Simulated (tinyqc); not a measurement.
UKS/BLYP in the sto-6g basis, for BH, spin multiplicity 3, step by step. One step of it, computed by the program tinyqc.

Question. Iteration 2: building the Kohn-Sham matrix. J_ij = sum D_kl (ij|kl) with D = D(alpha) + D(beta); F = H + J + V_xc; E = tr D H + tr D J / 2 + E_xc + E_nn.

D(alpha) after iteration 1, lower triangle:
```
            1B 1s      1B 2s     1B 2px    1B 2py    1B 2pz     2H 1s
1B 1s    1.064461
1B 2s   -0.242692   0.931607
1B 2px   0.000000   0.000000   0.991268
1B 2py   0.000000   0.000000  -0.093039  0.008732
1B 2pz   0.088946  -0.352322   0.000000  0.000000  0.287929
2H 1s   -0.029277   0.001316   0.000000  0.000000  0.306196  0.608627
```

D(beta) after iteration 1, lower triangle:
```
            1B 1s     1B 2s    1B 2px    1B 2py    1B 2pz     2H 1s
1B 1s    1.010732
1B 2s   -0.044305  0.199624
1B 2px   0.000000  0.000000  0.000000
1B 2py   0.000000  0.000000  0.000000  0.000000
1B 2pz  -0.020252  0.051801  0.000000  0.000000  0.013518
2H 1s   -0.117815  0.321855  0.000000  0.000000  0.083924  0.521078
```

core Hamiltonian H = T + V (hartree), lower triangle:
```
             1B 1s      1B 2s     1B 2px     1B 2py     1B 2pz      2H 1s
1B 1s   -12.805691
1B 2s    -3.173751  -3.732545
1B 2px    0.000000   0.000000  -2.955180
1B 2py    0.000000   0.000000   0.000000  -2.955180
1B 2pz   -0.012890  -0.117830   0.000000   0.000000  -3.035172
2H 1s    -0.448639  -1.146517   0.000000   0.000000  -1.143133  -2.268752
```

Two-electron integrals (ij|kl) in chemists' order, unique and non-zero (hartree):
```
(11|11) 2.924993   (21|11) 0.480756   (21|21) 0.099484   (22|11) 0.743449
(22|21) 0.188967   (22|22) 0.544922   (31|31) 0.021096   (32|31) 0.030854
(32|32) 0.120443   (33|11) 0.743450   (33|21) 0.188967   (33|22) 0.544922
(33|33) 0.587109   (41|41) 0.021096   (42|41) 0.030854   (42|42) 0.120443
(43|43) 0.031641   (44|11) 0.743450   (44|21) 0.188967   (44|22) 0.544922
(44|33) 0.523827   (44|44) 0.587109   (51|51) 0.021096   (52|51) 0.030854
(52|52) 0.120443   (53|53) 0.031641   (54|54) 0.031641   (55|11) 0.743450
(55|21) 0.188967   (55|22) 0.544922   (55|33) 0.523827   (55|44) 0.523827
(55|55) 0.587109   (61|11) 0.069394   (61|21) 0.013928   (61|22) 0.026289
(61|33) 0.026148   (61|44) 0.026148   (61|51) 0.001096   (61|52) 0.002108
(61|55) 0.026573   (61|61) 0.002023   (62|11) 0.186754   (62|21) 0.048407
(62|22) 0.156137   (62|33) 0.151526   (62|44) 0.151526   (62|51) 0.005640
(62|52) 0.034749   (62|55) 0.165359   (62|61) 0.007226   (62|62) 0.065534
(63|31) 0.004753   (63|32) 0.022332   (63|53) 0.006292   (63|63) 0.006631
(64|41) 0.004753   (64|42) 0.022332   (64|54) 0.006292   (64|64) 0.006631
(65|11) 0.184992   (65|21) 0.048573   (65|22) 0.164676   (65|33) 0.156183
(65|44) 0.156183   (65|51) 0.009507   (65|52) 0.055245   (65|55) 0.181662
(65|61) 0.007578   (65|62) 0.080530   (65|65) 0.103567   (66|11) 0.359347
(66|21) 0.095008   (66|22) 0.346803   (66|33) 0.327378   (66|44) 0.327378
(66|51) 0.012282   (66|52) 0.102503   (66|55) 0.385650   (66|61) 0.014429
(66|62) 0.194037   (66|65) 0.257770   (66|66) 0.774999
```

nuclear repulsion = 1.80606557 hartree

V_xc(alpha) (hartree), lower triangle:
```
            1B 1s      1B 2s     1B 2px     1B 2py     1B 2pz      2H 1s
1B 1s   -1.921441
1B 2s   -0.264713  -0.458223
1B 2px   0.000000   0.000000  -0.500601
1B 2py   0.000000   0.000000   0.009291  -0.409197
1B 2pz   0.004521   0.017021   0.000000   0.000000  -0.464948
2H 1s   -0.039286  -0.145120   0.000000   0.000000  -0.163889  -0.485208
```

V_xc(beta) (hartree), lower triangle:
```
            1B 1s      1B 2s     1B 2px     1B 2py     1B 2pz      2H 1s
1B 1s   -1.893461
1B 2s   -0.250938  -0.354662
1B 2px   0.000000   0.000000  -0.353203
1B 2py   0.000000   0.000000   0.000588  -0.338953
1B 2pz  -0.000395  -0.034959   0.000000   0.000000  -0.371901
2H 1s   -0.037880  -0.132760   0.000000   0.000000  -0.159617  -0.468031
```

E_xc = sum of w rho eps_xc = -4.46663963 hartree

Give: Coulomb J; F(alpha); F(beta); total energy of this density.

Answer.

Coulomb J (hartree), lower triangle:
```
         1B 1s   1B 2s   1B 2px  1B 2py  1B 2pz   2H 1s
1B 1s   8.2531
1B 2s   1.5727  3.3734
1B 2px  0.0000  0.0000   3.3772
1B 2py  0.0000  0.0000  -0.0059  3.3150
1B 2pz  0.0090  0.1126   0.0000  0.0000  3.4280
2H 1s   0.2251  1.0399   0.0000  0.0000  1.1432  2.6650
```

F(alpha) (hartree), lower triangle:
```
          1B 1s    1B 2s   1B 2px   1B 2py   1B 2pz    2H 1s
1B 1s   -6.4740
1B 2s   -1.8658  -0.8174
1B 2px   0.0000   0.0000  -0.0786
1B 2py   0.0000   0.0000   0.0034  -0.0494
1B 2pz   0.0006   0.0118   0.0000   0.0000  -0.0721
2H 1s   -0.2628  -0.2517   0.0000   0.0000  -0.1638  -0.0889
```

F(beta) (hartree), lower triangle:
```
          1B 1s    1B 2s   1B 2px  1B 2py   1B 2pz    2H 1s
1B 1s   -6.4460
1B 2s   -1.8520  -0.7138
1B 2px   0.0000   0.0000   0.0688
1B 2py   0.0000   0.0000  -0.0053  0.0209
1B 2pz  -0.0043  -0.0402   0.0000  0.0000   0.0210
2H 1s   -0.2614  -0.2394   0.0000  0.0000  -0.1596  -0.0718
```

total energy of this density = -25.053842 hartree
